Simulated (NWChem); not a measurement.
Species: SiH$_{3}$, doublet; SMILES [SiH3]

```xyz
4

Si     0.0000     0.0000     0.1558
H      0.3891     1.3615    -0.2950
H      0.9846    -1.0178    -0.2950
H     -1.3737    -0.3438    -0.2950
```
Atoms are numbered in this order, from 1.

Level: PBE0-D3(BJ)/def2-TZVP, spin-unrestricted (NWChem), optimised geometry, unscaled harmonic frequencies. In the optimisation the excess spin sits in a (C3, its own frame).

| frequency (cm⁻¹) | IR intensity (km/mol) |
|---|---|
| 747 | 54.7 |
| 927 | 58.8 |
| 927 | 58.8 |
| 2203 | 4.4 |
| 2242 | 102.4 |
| 2242 | 102.4 |

The zero-point energy is 13.3 kcal/mol. The thermal correction to the enthalpy at 298.15 K (with zero-point energy) is 15.8 kcal/mol, the heat capacity Cv is 7.6 cal/(mol K) and the dipole moment is 0.03 D.

Rigid rotor and harmonic oscillator.
